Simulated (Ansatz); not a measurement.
System: α-phase Ga. Method: PBE (Ansatz, a first-principles code, plane waves, PAW).

Settings: plane-wave cutoff 520 eV, 14×14×12 k mesh (along the axes of the cell as run), Fermi–Dirac smearing 0.05 eV, scalar-relativistic PAW data made under PBE.

Equation-of-state points:

```
V (Å³/atom)  E − E_lowest (meV/atom)  P (GPa)
-----------  -----------------------  -------
19.481                          5.39    2.217
19.887                          1.30    1.042
20.293                          0.00    0.006
20.698                          1.16   -0.905
21.104                          4.49   -1.704
```

Q: What bulk modulus B0 and pressure derivative B′ does a third-order Birch–Murnaghan fit give?

A: V0 = 20.295 Å³/atom, B0 = 48.4 GPa, B′ = 5.5 (fit to the energies at full precision).

Shape and atoms are relaxed at each volume.

Note: the bulk modulus comes from volumes at which shape and atoms were relaxed.

Computed values are for the static lattice.

Computing time: about 22 core-minutes (a rough figure).
